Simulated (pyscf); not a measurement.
Structures and frequencies: ωB97X-D3(BJ)/def2-SVP in PySCF.

Question: CH₄ + Cl–Zn–Cl → H₃C–Zn–Cl + HCl
Surface: singlet. Broken: C–H, Cl–Zn. Formed: C–Zn, Cl–H. Give ΔE‡ and ΔE from ωB97M-D3(BJ)/def2-TZVP, relative to the separated reactants.

Answer: ΔE‡ = 46.3 kcal/mol, ΔE = +32.4 kcal/mol. Zero-point energy shifts the barrier by -2.6 kcal/mol. It is a four-centre exchange, with an imaginary mode of 1126i cm⁻¹. This is the saddle that the search found; another between the same sides may lie lower. Elements up to Kr have no core potential and no relativistic terms here.
